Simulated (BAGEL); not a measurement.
# C3H6S ((methylthio)ethene) at B3LYP/def2-SVP (density fitting with qzvpp-jkfit)

Aim: the energy change on altering one bond length of C3H6S ((methylthio)ethene) at B3LYP/def2-SVP (density fitting with qzvpp-jkfit), from 2 runs. 

The results are computed with BAGEL 1.2.2.

2 further runs of the same task are left out: 2 set aside as unsound or not needed.

**1. The molecule**

C3H6S has 10 atoms, charge 0, and is taken as a singlet. SMILES: `C=CSC`. The coordinates come from a PBE0-D4/def2-TZVP relaxation. This is one conformer, not always the lowest.

Bond lengths: C1–C2 1.328 Å, C2–S3 1.743 Å, S3–C4 1.798 Å, C1–H5 1.083 Å, C1–H6 1.084 Å, C2–H7 1.087 Å, C4–H8 1.090 Å, C4–H9 1.090 Å, C4–H10 1.091 Å. Some angles: C1–C2–S3 124.2°, C2–S3–C4 100.4°, C1–C2–H7 120.7°, S3–C2–H7 115.0°, C2–C1–H5 120.4°, C2–C1–H6 122.0°, S3–C4–H8 111.4°, S3–C4–H9 106.7°, S3–C4–H10 110.9°, H5–C1–H6 117.6°.

**2. A single-point energy at B3LYP/def2-SVP (density fitting with qzvpp-jkfit)**

job.json reads:

```json
{ "bagel": [

{
  "title": "molecule",
  "basis": "svp",
  "df_basis": "qzvpp-jkfit",
  "angstrom": "true",
  "geometry": [
    { "atom": "C", "xyz": [      -0.656500,       1.908400,      -0.637400 ] },
    { "atom": "C", "xyz": [      -0.509800,       0.669100,      -0.182300 ] },
    { "atom": "S", "xyz": [       0.790800,       0.154500,       0.857600 ] },
    { "atom": "C", "xyz": [       0.782200,      -1.615100,       0.538900 ] },
    { "atom": "H", "xyz": [      -1.531000,       2.179900,      -1.215600 ] },
    { "atom": "H", "xyz": [       0.073900,       2.684200,      -0.437900 ] },
    { "atom": "H", "xyz": [      -1.252100,      -0.094500,      -0.401500 ] },
    { "atom": "H", "xyz": [       1.073700,      -1.835800,      -0.488100 ] },
    { "atom": "H", "xyz": [       1.510500,      -2.058900,       1.217900 ] },
    { "atom": "H", "xyz": [      -0.198600,      -2.043300,       0.751300 ] }
  ]
},

{
  "title": "ks",
  "xc_func": "b3lyp"
},

{
  "title": "print",
  "file": "orbitals.molden",
  "orbitals": "true"
}

]}
```

Command:

```sh
$ BAGEL_NUM_THREADS=1 BAGEL job.json > job.out
```

The log of the run:

```text
* using 1 threads per process

  ===============================================================
  ===============================================================

  *** Geometry ***

  { "atom" : "C", "xyz" : [     -1.240605,      3.606353,     -1.204511 ] },
  { "atom" : "C", "xyz" : [     -0.963382,      1.264416,     -0.344497 ] },
  { "atom" : "S", "xyz" : [      1.494395,      0.291963,      1.620629 ] },
  { "atom" : "C", "xyz" : [      1.478144,     -3.052097,      1.018373 ] },
  { "atom" : "H", "xyz" : [     -2.893171,      4.119414,     -2.297151 ] },
  { "atom" : "H", "xyz" : [      0.139651,      5.072403,     -0.827511 ] },
  { "atom" : "H", "xyz" : [     -2.366126,     -0.178579,     -0.758725 ] },
  { "atom" : "H", "xyz" : [      2.028999,     -3.469159,     -0.922375 ] },
  { "atom" : "H", "xyz" : [      2.854431,     -3.890757,      2.301497 ] },
  { "atom" : "H", "xyz" : [     -0.375300,     -3.861277,      1.419751 ] },

  Number of auxiliary basis functions:      461

  Since a DF basis is specified, we compute 2- and 3-index integrals:
    o Being stored without compression. Storage requirement is 0.030 GB

  Number of basis functions:       90
  Number of electrons      :       40

    * METHOD: MOLECULE                             0.19

  *** Kohn-Sham DFT ***

    * Removing 18138 points whose weight is below 1.00e-10
    * Grid points: 130922

  === Nuclear Repulsion ===
   154.0042642880

       - DIIS with orbital gradients will be used.

  === KS iteration (b3lyp / svp) ===
      0       -461.33712618          0.14350139           0.38
      1       -391.65328260          0.18240951           0.37
      2       -455.47931895          0.11320061           0.37
      3       -503.20592241          0.10331308           0.37
      4       -499.60225606          0.10965972           0.37
      5       -504.01441572          0.10552241           0.36
      6       -504.50567433          0.10445093           0.37
      7       -509.00077897          0.08427371           0.37
      8       -468.53535246          0.17432424           0.37
      9       -514.97025726          0.03935849           0.37
     10       -515.47547279          0.02769947           0.37
     11       -515.87384262          0.00661833           0.37
     12       -515.88495784          0.00482814           0.37
     13       -515.89692409          0.00052830           0.36
     14       -515.89705374          0.00017428           0.37
     15       -515.89706959          0.00004489           0.37
     16       -515.89707043          0.00001771           0.37
     17       -515.89707061          0.00000783           0.36
     18       -515.89707064          0.00000241           0.37
     19       -515.89707064          0.00000111           0.37
     20       -515.89707064          0.00000026           0.37
     21       -515.89707064          0.00000006           0.37
     22       -515.89707064          0.00000002           0.37
     23       -515.89707064          0.00000001           0.37
    * SCF iteration converged.

    * Permanent dipole moment:
           (    0.164434,     0.526835,     0.183983) a.u.

    * METHOD: KS                                   9.51

    * METHOD: PRINT                                0.01

  ===============================================================
```

Run time: 9.9 s. Hardware: 1 thread of Arm Neoverse V2, shared host; peak memory 0.53 GiB.

**3. The distorted shape, same level**

input.json reads:

```json
{ "bagel" : [

{
  "title" : "molecule",
  "basis" : "svp",
  "df_basis" : "qzvpp-jkfit",
  "angstrom" : true,
  "geometry" : [
    { "atom" : "C", "xyz" : [       0.520498,       2.422257,      -0.892288 ] },
    { "atom" : "C", "xyz" : [       0.667198,       1.182957,      -0.437188 ] },
    { "atom" : "S", "xyz" : [       1.967798,       0.668357,       0.602712 ] },
    { "atom" : "C", "xyz" : [       1.959198,      -1.101243,       0.284012 ] },
    { "atom" : "H", "xyz" : [      -0.354002,       2.693757,      -1.470488 ] },
    { "atom" : "H", "xyz" : [       1.250898,       3.198057,      -0.692788 ] },
    { "atom" : "H", "xyz" : [      -0.075102,       0.419357,      -0.656388 ] },
    { "atom" : "H", "xyz" : [       2.250698,      -1.321943,      -0.742988 ] },
    { "atom" : "H", "xyz" : [       2.687498,      -1.545043,       0.963012 ] },
    { "atom" : "H", "xyz" : [      -0.198600,      -2.043300,       0.751300 ] }
  ]
},

{
  "title" : "ks",
  "xc_func" : "b3lyp"
},

{
  "title" : "print",
  "file" : "orbitals.molden",
  "orbitals" : true
}

]}
```

Command:

```sh
$ BAGEL_NUM_THREADS=1 BAGEL input.json > input.out
```

The log of the run:

```text
* using 1 threads per process

  ===============================================================
  ===============================================================

  *** Geometry ***

  { "atom" : "C", "xyz" : [      0.983599,      4.577402,     -1.686180 ] },
  { "atom" : "C", "xyz" : [      1.260821,      2.235465,     -0.826166 ] },
  { "atom" : "S", "xyz" : [      3.718599,      1.263012,      1.138961 ] },
  { "atom" : "C", "xyz" : [      3.702348,     -2.081048,      0.536705 ] },
  { "atom" : "H", "xyz" : [     -0.668967,      5.090463,     -2.778820 ] },
  { "atom" : "H", "xyz" : [      2.363855,      6.043452,     -1.309180 ] },
  { "atom" : "H", "xyz" : [     -0.141922,      0.792470,     -1.240394 ] },
  { "atom" : "H", "xyz" : [      4.253203,     -2.498110,     -1.404044 ] },
  { "atom" : "H", "xyz" : [      5.078635,     -2.919708,      1.819829 ] },
  { "atom" : "H", "xyz" : [     -0.375300,     -3.861277,      1.419751 ] },

  Number of auxiliary basis functions:      461

  Since a DF basis is specified, we compute 2- and 3-index integrals:
    o Being stored without compression. Storage requirement is 0.030 GB

  Number of basis functions:       90
  Number of electrons      :       40

    * METHOD: MOLECULE                             0.19

  *** Kohn-Sham DFT ***

    * Removing 16990 points whose weight is below 1.00e-10
    * Grid points: 132070

  === Nuclear Repulsion ===
   150.7625793832

       - DIIS with orbital gradients will be used.

  === KS iteration (b3lyp / svp) ===
      0       -460.92830864          0.13579339           0.41
      1       -387.48750513          0.18363992           0.39
      2       -453.59829070          0.09396705           0.38
      3       -493.59231486          0.13065776           0.38
      4       -501.84630333          0.09548630           0.38
      5       -491.56574251          0.12499188           0.38
      6       -502.27394596          0.10629096           0.38
      7       -506.19942511          0.09385558           0.38
      8       -467.71934708          0.16664522           0.38
      9       -513.72451185          0.05263019           0.38
     10       -511.47307398          0.07676429           0.38
     11       -515.61032433          0.01507669           0.38
     12       -515.58033939          0.01648923           0.38
     13       -515.72325134          0.00378105           0.38
     14       -515.72304875          0.00357623           0.38
     15       -515.73597986          0.00024377           0.38
     16       -515.73602767          0.00014626           0.38
     17       -515.73604556          0.00005402           0.38
     18       -515.73604684          0.00004014           0.38
     19       -515.73604773          0.00000368           0.38
     20       -515.73604772          0.00000528           0.38
     21       -515.73604774          0.00000066           0.38
     22       -515.73604774          0.00000034           0.38
     23       -515.73604774          0.00000013           0.38
     24       -515.73604774          0.00000010           0.38
     25       -515.73604774          0.00000006           0.38
     26       -515.73604774          0.00000001           0.38
     27       -515.73604774          0.00000001           0.38
    * SCF iteration converged.

    * Permanent dipole moment:
           (   -0.431683,    -0.408264,     0.407586) a.u.

    * METHOD: KS                                  11.39

    * METHOD: PRINT                                0.01

  ===============================================================
```

Wall time 12 s (1 thread of Arm Neoverse V2, shared host); peak memory 0.53 GiB.

**4. What came out**

At B3LYP/def2-SVP (density fitting with qzvpp-jkfit):

```
                                                          quantity          value
                                         first shape: total energy  -515.89707 Eh
                                        first shape: dipole moment         1.48 D
                                          first shape: HOMO energy       -5.79 eV
                                          first shape: LUMO energy        0.12 eV
                                        first shape: HOMO–LUMO gap        5.91 eV
                                     distorted shape: total energy  -515.73605 Eh
                                    distorted shape: dipole moment         1.83 D
                                      distorted shape: HOMO energy       -6.08 eV
                                      distorted shape: LUMO energy       -3.16 eV
                                    distorted shape: HOMO–LUMO gap        2.92 eV
energy change with the C4–H10 bond stretched from 1.091 to 2.400 Å       4.382 eV
```

One bond (distorted shape) is far stretched, which a spin-restricted single reference describes badly; a broken-symmetry solution may lie lower. With the C4–H10 bond stretched from 1.091 to 2.400 Å the energy rises by 4.38 eV (101 kcal/mol). The first shape isn't relaxed at this level, so the change isn't measured from a minimum. A restricted reference can't describe the breaking bond well at this length.
